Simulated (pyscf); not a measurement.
**Hydrogen abstraction: H₂N–SiH(NH₂)–Cl (SMILES N[SiH](N)Cl) + NH (SMILES [NH]) [triplet] -> H₂N–Si•(NH₂)–Cl (SMILES N[Si](N)Cl) + NH₂• (SMILES [NH2])**

Gas phase, triplet surface, charge 0. Bonds broken: Si1–H5. Bonds formed: H5–N10. Optimised with ωB97X-D3(BJ)/def2-SVP in PySCF.

Transition state (Å):

```xyz
11

Si    -0.8124     0.1554    -0.0159
Cl    -0.6521    -1.4975     1.2648
N      0.7309     0.2401    -0.7620
N     -1.9920     0.0495    -1.2500
H     -1.3684     1.3390     1.0477
H      0.9227     0.9393    -1.4716
H      1.5647    -0.0463    -0.2613
H     -1.8811    -0.5915    -2.0295
H     -2.9631     0.2787    -1.0708
N     -1.8833     1.9750     2.1084
H     -1.7566     1.1746     2.7660
```

One imaginary mode, 1596i cm⁻¹; descent along it reached the two sides named, in the forms told below.

| bond | change | reactant side (Å) | saddle | product side |
|---|---|---|---|---|
| Si1–H5 | breaks | 1.484 | 1.686 | 3.9 |
| H5–N10 | forms | 3.4 | 1.340 | 1.033 |

Electronic energies relative to the separated reactants (eV):

| level | barrier | reaction energy | reverse barrier |
|---|---|---|---|
| ωB97X-D3(BJ)/def2-TZVP | 0.40 | -0.01 | 0.41 |
| PBE/def2-TZVP | -0.05 | -0.35 | 0.30 |
| r²SCAN/def2-TZVP | 0.14 | -0.21 | 0.36 |
| B3LYP-D3(BJ)/def2-TZVP | 0.24 | -0.12 | 0.36 |
| PBE0-D3(BJ)/def2-TZVP | 0.22 | -0.15 | 0.36 |
| M06-2X/def2-TZVP | 0.42 | -0.04 | 0.46 |
| ωB97M-D3(BJ)/def2-TZVP | 0.46 | +0.06 | 0.40 |
| HF/def2-TZVP | 1.38 | +0.63 | 0.74 |

With ωB97M-D3(BJ)/def2-TZVP energies and thermal terms (ideal gas, 1 atm, RRHO with modes under 100 cm⁻¹ raised to 100, one conformer, R ln 2 for chiral ones without a mode under 150 cm⁻¹), in eV:

```
T (K)   ΔH‡   ΔG‡     ΔH     ΔG
-----  ----  ----  -----  -----
298    0.41  0.79  +0.13  +0.08
600    0.43  1.17  +0.12  +0.02
900    0.46  1.53  +0.11  -0.03
1200   0.48  1.89  +0.08  -0.07
```

On the product side the descent ends in a complex (not fully relaxed), 0.21 eV under the separated species and 0.61 eV under the saddle at ωB97X-D3(BJ)/def2-TZVP. At PBE the saddle lies under the separated reactants, which points to a path from their complex (located at ωB97X-D3(BJ) alone). H₂N–Si•(NH₂)–Cl + NH₂• also meet on a surface of lower spin, which isn't treated here. One saddle was located; it need not be the lowest between these sides. The angle at the transferred H is 164°.
